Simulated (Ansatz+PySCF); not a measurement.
Results of a calculation; reference values are marked as such.
# Several solutions for singlet C4H5N

```xyz
10

N     1.1173    0.0000    0.0000
C     0.3342    1.1192    0.0000
C    -0.9829    0.7107    0.0000
C    -0.9829   -0.7107    0.0000
C     0.3342   -1.1192    0.0000
H     2.1270    0.0000    0.0000
H     0.7706    2.1157    0.0000
H    -1.8524    1.3654    0.0000
H    -1.8524   -1.3654    0.0000
H     0.7706   -2.1157    0.0000
```

Basis set: def2-SVP (spherical functions). Charge 0, multiplicity 1.

CASSCF(2,2) was run from several starts with Ansatz (development build ahead of 0.2.0) and PySCF 2.14.0. The starts are those of the Hartree–Fock orbitals from which the active space was taken at the frontier.

| run | program | start | converged | energy (hartree) | <S²> |
| --- | --- | --- | --- | --- | --- |
| A | PySCF | program defaults | yes | -208.65942 | 0.00 |
| B | Ansatz | search for the lowest state | yes | -208.67789 | 0.00 |
| C | Ansatz | atomic start, no search | yes | -208.67789 | 0.00 |
| D | Ansatz | stability test followed | yes | -208.67789 | 0.00 |

(1) Which runs reached the lowest solution of this kind, and what is wrong with the others?

## Answers

(1) B, C, D reached the lowest solution found. Converged but too high: A by 0.50 eV. Convergence only shows a stationary point; in CASSCF the end hangs on which orbitals enter the active space. Caution: other starts end on other solutions of this active space.
